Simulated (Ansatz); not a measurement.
PtC3: from a trial structure to a relaxed crystal

Level of theory: DFT PBE, scalar-relativistic, plane waves, PAW in Ansatz. Cutoff 420 eV, Γ-centred k mesh, Gaussian smearing, no spin polarisation in the final step.

PtC3 was placed on the Cu3Au (L1_2) structure type (Pm-3m, No. 221), with Pt in place of Au, C in place of Cu, at a guessed volume.

```xyz
4
Lattice="3.3340 0.0000 0.0000 0.0000 3.3340 0.0000 0.0000 0.0000 3.3340" Properties=species:S:1:pos:R:3 pbc="T T T"
Pt    0.0000    0.0000    0.0000
C     0.0000    1.6670    1.6670
C     1.6670    0.0000    1.6670
C     1.6670    1.6670    0.0000
```

Cell and atoms relax at zero pressure; the relaxation can't lower the symmetry of the start. After a coarse first stage the cell is made exact in the group found at 0.06 Å.

Energies over the elements count from the elements' standard structures at the same level, with no empirical corrections.

Question: Which crystal results?

Answer: It keeps Pm-3m (No. 221). The result has the Cu3Au (L1_2) structure. Conventional cell: a = 3.387 Å. Pt has 12 C at 2.40 Å; C is coordinated by 4 Pt at 2.40 Å and 8 C at 2.40 Å.

```xyz
4
Lattice="3.3875 0.0000 0.0000 0.0000 3.3875 0.0000 0.0000 0.0000 3.3875" Properties=species:S:1:pos:R:3 pbc="T T T"
Pt    0.0000    0.0000    0.0000
C     0.0000    1.6937    1.6937
C     1.6937    0.0000    1.6937
C     1.6937    1.6937    0.0000
```

Question: What are its volume, energy, density and gap?

Answer: The volume per atom is 9.72 Å³, the density is 9.87 g/cm³ and the energy over the elements is 3.33 eV/atom. The gap on the 14×14×14 mesh is 0 eV (a metal).

The final run used a 14×14×14 mesh on its 4-atom cell and 0.10 eV smearing. For metals, differences of a few meV/atom aren't resolved. Spin–orbit coupling is left out. Symmetry constrained the relaxation, so the result can be a saddle point.

Cost: 3 runs of about 0.45 core-minutes in all, on Arm Neoverse V1 (shared hosts).